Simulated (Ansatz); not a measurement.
Geometry optimisation, Ansatz, RKS PBE-D4/def2-SVP.

input.yaml

```yaml
crystal:
  periodic: [false, false, false]
  atoms:
    - { symbol: C, position_ang: [-0.6699, 0.5102, -0.2355] }
    - { symbol: Al, position_ang: [0.8144, -0.6218, 0.2273] }
    - { symbol: F, position_ang: [1.37023, -1.85554, -0.94363] }
    - { symbol: H, position_ang: [-0.3141, 1.6249, -0.2499] }
    - { symbol: H, position_ang: [-1.5286, 0.4127, 0.4784] }
    - { symbol: H, position_ang: [-1.0916, 0.3005, -1.2578] }
    - { symbol: H, position_ang: [1.55036, -0.46011, 1.6606] }
basis:
  gaussian: { orbitals: def2-SVP }
hamiltonian:
  xc: pbe
  dispersion: d4
relax:
  f_tol: 0.015
  max_steps: 40
output:
  orbitals: {}
```

Command:

```bash
$ ansatz run input.yaml --threads 1 --pin off --max-ram 2048MiB --backend cpu --events-out ev --progress --plain --runs-dir out
```

Q: Where does it end, and by what steps?

A: The run converged. After 4 steps the energy has fallen by 0.221 eV; H7 moved furthest, 0.12 Å.

```csv
step,energy less start (eV),largest force component (eV/Å),accepted
0,0.0000,1.563,yes
1,-0.1740,1.000,yes
2,-0.2181,0.156,yes
3,-0.2207,0.046,yes
4,-0.2211,0.005,yes
```

```xyz
7
Properties=species:S:1:pos:R:3
C -0.681 0.532 -0.265
Al 0.815 -0.615 0.238
F 1.354 -1.784 -0.849
H -0.374 1.599 -0.261
H -1.512 0.442 0.468
H -1.083 0.294 -1.271
H 1.612 -0.557 1.619
```

Whether the end is a true minimum wasn't checked by a vibrational analysis.

The run took 13 s on 1 thread of Intel(R) Xeon(R) Platinum 8175M CPU @ 2.50GHz (Skylake/Cascade Lake) (shared host), peak memory 0.14 GiB.
